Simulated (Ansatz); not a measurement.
OH⁺, singlet in aug-cc-pVTZ: errors against full CI

Geometry: a point of a stretch scan, not a stationary point.

```xyz
2

O     0.0000    0.0000    0.0000
H     0.0000    0.0000    0.9160
```

Basis aug-cc-pVTZ; Ansatz 0.2.0. Only valence electrons are correlated (noble-gas cores frozen), which leaves 6 electrons in 68 orbitals. R marks a restricted (for open shells ROHF) determinant, U an unrestricted one. Active spaces: pair = (2e, 2o) about the gap; valence = (6e, 5o) chosen from the atoms' valence shells.

Full CI is exact within this basis and frozen core; it isn't the basis-set limit. The frozen core follows each run's orbitals, which can shift R against U totals by a few meV.

The determinant fills πx and πy unequally, so it is a mixture of Σ and Δ, which weighs on every level built on one determinant.

- UHF ⟨S²⟩: 1.008
- T1 diagnostic (RCCSD): 0.0055
- largest doubles amplitude (RCCSD): 0.343

```tsv
level	E − E(full CI) (kcal/mol)	share of correlation (%)	wall time
RHF	138.38	0.00	–
UHF†	77.36	–	–
RMP2	34.38	75.16	–
UMP2†	-12.55	–	–
CISD	19.24	86.10	1.9 s
RCCSD	13.57	90.20	–
UCCSD*†	-32.37	–	–
RCCSD(T)	6.98	94.96	2.2 s
UCCSD(T)*†	-40.21	–	9 s
BCCD(T)	7.00	94.94	1.2 s
RCCSDT*	0.38	99.73	–
UCCSDT*†	-50.27	–	–
RCCSDT(Q)*	-0.23	100.16	32 s
UCCSDT(Q)*†	-51.50	–	2.8 s (H100)
RCCSDTQ*	0.00	100.00	11 s (H100)
CASSCF (pair space)	110.48	20.17	–
NEVPT2 (pair space)	10.98	92.07	1.1 s (H100)
MRCISD (pair space)	4.09	97.05	–
MRCISD+Q (pair space)	0.20	99.86	1.6 s (H100)
CASSCF (valence space)	98.61	28.74	–
NEVPT2 (valence space)	14.49	89.53	0.73 s
MRCISD (valence space)	3.25	97.65	–
MRCISD+Q (valence space)	0.21	99.85	1.1 s (H100)
```

An asterisk marks runs whose energy the program itself flagged as in doubt. A dagger marks rows that describe another state than the reference (another or a broken symmetry, a higher spin or other natural occupations), so the difference isn't the method's error.

The correlation energy at full CI, counted from RHF, is -6.001 eV. That run took 20 min on 5 threads of AMD EPYC 7R13 with a whole H100 80 GB, shared host over 627,372,630 determinants.

Times hold each run's SCF and search for its determinant on a shared host, so for small cases they say little of a method's own cost; rows without a card ran on 1 thread of AMD EPYC 7R13.

More than 5 meV below full CI, which no variational method can be: RCCSDT(Q).

Unrestricted levels hold only the spin's projection, and here they fall towards a lower state of higher spin.

The full-CI state has the irrep A2 of C2v, in the program's axes (one component, if the state is degenerate).

Natural occupations of full CI about the gap: 1.977 1.968 0.993 0.993 0.018 0.008 0.007 0.007 0.006 0.004; effectively unpaired electrons, Σ n²(2−n)², 2.01. No single determinant describes this state well, so single-reference rows can miss without a flag.
